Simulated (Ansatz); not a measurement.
# Al₂H₂ (triplet): from Hartree-Fock to the top rungs at scale of all distances = 1.517, 6-31G

Aim: climb from Hartree-Fock through coupled cluster and multireference methods for Al₂H₂ (triplet) at one geometry and basis, and see what each rung misses.

Program: Ansatz 0.2.0, Gaussian basis. Level of theory: 6-31G, core rule «outside noble gas», up to 10 orbitals frozen. These are calculated values, not measurements.

The runs, in order: UHF; CCSD(T) on ROHF; CCSD(T) on UHF; BCCD(T) on ROHF; CISD; CCSDT(Q) on ROHF; CCSDT(Q) on UHF; CISDTQ; CASSCF and MRCISD+Q, 4 electrons in 4 orbitals; CASSCF and NEVPT2, 4 electrons in 4 orbitals; CASSCF and MRCISD+Q, 8 electrons in 10 orbitals; CASSCF and NEVPT2, 8 electrons in 10 orbitals; Full CI; Full CI in the symmetry of the determinant.

15 further runs of the same task are left out: 13 that didn't finish, 2 set aside as unsound or not needed.

### 1 What is computed

The geometry derives from a PBE0/def2-TZVP stationary point (not a proven minimum). All distances are scaled together.

4 atoms, charge 0, spin multiplicity 3.

Atoms are counted from 1 here; the program's logs count them from 0.

No contacts short enough for the rule that draws bonds.

### 2 UHF

The input, in.yaml:

```yaml
crystal:
  periodic: [false, false, false]
  atoms:
    - {symbol: Al, position_ang: [0.000000, 0.000000, 1.744559]}
    - {symbol: Al, position_ang: [0.000000, 0.000000, -1.744559]}
    - {symbol: H, position_ang: [0.000000, 0.000000, 4.133141]}
    - {symbol: H, position_ang: [0.000000, 0.000000, -4.133141]}
basis:
  gaussian: {orbitals: 6-31G}
magnetization: {spin_polarized: true, initial_magnetization: 2}
hamiltonian: {xc: hf}
output: {orbitals: {seedname: orbitals}}
```

Run with:

```
ansatz run in.yaml --threads 1 --pin off --events-out ev --progress --plain --max-ram 2393MiB
```

After this run come: CCSD(T) on ROHF; CCSD(T) on UHF; BCCD(T) on ROHF; CISD; CCSDT(Q) on ROHF; CCSDT(Q) on UHF; CISDTQ; CASSCF and MRCISD+Q, 4 electrons in 4 orbitals; CASSCF and NEVPT2, 4 electrons in 4 orbitals; CASSCF and MRCISD+Q, 8 electrons in 10 orbitals; CASSCF and NEVPT2, 8 electrons in 10 orbitals; Full CI; Full CI in the symmetry of the determinant.

Q: Predict the results of all the runs planned. Wanted: FCI below the RHF energy; RMP2 from FCI; UMP2 from FCI; RCCSD from FCI; RCCSD(T) from FCI; UCCSD(T) from FCI; RCCSDT(Q) from FCI; UCCSDT(Q) from FCI; NEVPT2 pair from FCI.

As calculated:

| quantity | value |
| --- | --- |
| FCI below the RHF energy | -2.9712 eV |
| RMP2 from FCI | +147.6 kJ/mol |
| UMP2 from FCI | +139.3 kJ/mol |
| RCCSD from FCI | +27.5 kJ/mol |
| RCCSD(T) from FCI | +9.6 kJ/mol |
| UCCSD(T) from FCI | +14.5 kJ/mol |
| RCCSDT(Q) from FCI | +0.2 kJ/mol |
| UCCSDT(Q) from FCI | +0.9 kJ/mol |
| NEVPT2 pair from FCI | +105.8 kJ/mol |
| MRCISD+Q pair from FCI | +13.4 kJ/mol |
| NEVPT2 valence from FCI | +17.4 kJ/mol |
| levels within 1 kcal/mol (43 meV) | RCCSDT, UCCSDT, RCCSDT(Q), UCCSDT(Q), MRCISD valence, MRCISD+Q valence |
| T1 diagnostic | 0.060 |
| effectively unpaired electrons | 2.39 |

RCCSD(T) misses by +9.6 kJ/mol, 3.3 % of the correlation energy. CCSD(T) misses by +9.6 kJ/mol on the restricted determinant and by +14.5 kJ/mol on the unrestricted one; the two need not hold the same state or core. The occupations show some static correlation. Of the multireference levels listed MRCISD+Q valence comes nearest in total energy (+0.6 kJ/mol), which doesn't show that its space is the better one. Coupled cluster took another determinant than the lowest Hartree-Fock one. These misses are within one basis, not against nature; the frozen cores of restricted and unrestricted runs differ, which can shift their rows.
